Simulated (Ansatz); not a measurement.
Cohesive energy of some hcp solids

Method: PBE in Ansatz (plane waves, PAW). References are measured values corrected to a static lattice or taken at low temperature (these still hold zero-point motion). The table is a random draw of 8 from 10 solids with such references.

Values in eV/atom.

```csv
solid,reference,PBE,error (eV/atom)
hcp Co,4.47*,5.02,+0.55
hcp Zn,1.38*,1.11,-0.27
hcp Mg,1.51†,1.50,-0.01
hcp Sc,3.93*,4.12,+0.19
hcp Zr,6.32*,6.20,-0.12
hcp Be,3.32†,3.73,+0.41
hcp Ti,4.88*,5.28,+0.40
hcp Cd,1.18*,0.75,-0.43
```

Over these 8 solids the mean error is +0.09 eV/atom, the mean absolute error 0.30 eV/atom (median 0.34 eV/atom), and the worst case hcp Co at +0.55 eV/atom; the value is above the reference in 4 of 8 cases. Over all 10 the mean error is +0.04 eV/atom and the mean absolute error 0.27 eV/atom (median 0.25 eV/atom).

A star marks references brought to a static lattice; the others are low-temperature values that still hold zero-point motion, which matters most for light elements.

† marks references with one source in our tables, § those from which another value on file, of any temperature, differs by over 15 %.

Differences are worked out from the printed values.

Free atoms are spin-polarised, in the lowest state found; at levels without +SOC their spin–orbit coupling is left out. Each level is taken at its own relaxed cell. Ansatz's density-functional and Hartree–Fock values are scalar-relativistic unless marked +SOC, with PAW data made under PBE.

Ansatz's runs of these crystals have no spin polarisation, but for hcp Co.

Density-functional runs with spin start from parallel moments for hcp Co.

Not in this set, of the hcp solids with a reference value in our tables and a result at some level: 5 for spin–orbit terms of free atoms that are large (Br, In, Sn, Te, I, elements past barium) (hcp Hf, hcp Lu, hcp Os, hcp Re, hcp Tl); 1 for sources at odds (hcp Tc). These can be a level's worst cases. Values held back for tests aren't counted. Layered and molecular crystals are counted apart. The metals Ce to Yb are counted apart.

References as tabulated in Jana et al. (2018), arXiv:1807.00350; Kittel's textbook; Mejia-Rodriguez and Trickey (2018), arXiv:1807.09216.

Ansatz is a first-principles code.
